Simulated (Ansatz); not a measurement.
```yaml
crystal:
  periodic: [false, false, false]
  atoms:
    - {symbol: O, position_ang: [0.000000, 0.000000, 0.000000]}
    - {symbol: C, position_ang: [0.000000, 0.000000, 1.320600]}
basis:
  gaussian: {orbitals: def2-TZVP}
total_charge: 1
magnetization: {spin_polarized: true, initial_magnetization: 3}
hamiltonian: {xc: pbe0}
relax: {f_tol: 0.004, max_steps: 80}
```

```sh
$ ansatz run in.yaml --threads 1 --pin off --events-out ev --progress --plain --max-ram 2176MiB
```

Steps of the relaxation (energy above the last step; positions in Å, forces in eV/Å):

```
2
step 1, 3.9 meV
O     0.000    0.000    0.000    0.000    0.000    0.602
C     0.000    0.000    1.321    0.000    0.000   -0.602
```

```
2
step 2, 0.6 meV
O     0.000    0.000    0.004    0.000    0.000    0.235
C     0.000    0.000    1.317    0.000    0.000   -0.235
```

```
2
step 3, 0.0 meV
O     0.000    0.000    0.006    0.000    0.000   -0.009
C     0.000    0.000    1.314    0.000    0.000    0.009
```

```
2
step 4, 0.0 meV
O     0.000    0.000    0.006    0.000    0.000    0.000
C     0.000    0.000    1.314    0.000    0.000    0.000
```

Close pairs at the end: O1–C2 1.308 Å.

A stationary point of unrestricted PBE0 after 4 steps, with ⟨S²⟩ = 3.759 against 3.75 for a pure state. 2.8 s on 1 thread of Intel Xeon 6975P-C, shared host.
